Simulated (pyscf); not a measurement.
Optimised with ωB97X-D3(BJ)/def2-SVP in PySCF. Correlated levels are frozen-core, on RHF or UHF. ΔMP2 is the change of the MP2 total energy from the triple- to the quadruple-zeta basis.

**Question.** Estimate the classical barrier height and the reaction energy of `[BH2][BH][OH]` -> `[BH3]` + `[BH]=[O]` at CCSD(T)/def2-TZVPP. The step runs on the singlet surface, breaks B–B, H–O and forms B–H; take the reactant's lowest minimum found as zero.

**Answer.** ΔE‡ = 2.69 eV, ΔE = +0.24 eV. CCSD(T)/def2-TZVPP + ΔMP2(QZVPP) gives 2.67 eV and +0.25 eV. Zero-point energy shifts the barrier by -0.18 eV. It is an elimination, with an imaginary mode of 1749i cm⁻¹. The products may also form a dative adduct at BH₃; it and routes through it were not searched. At the saddle there is also a short B–H contact that neither side keeps. H₂B–BH–OH lies 1.45 eV over its isomer H₂B–O–BH₂ (electronic energy, ωB97M-D3(BJ)). This is the saddle that the search found; another between the same sides may lie lower. The CCSD(T) − MP2 part came from Ansatz, without density fitting, on the same reference.
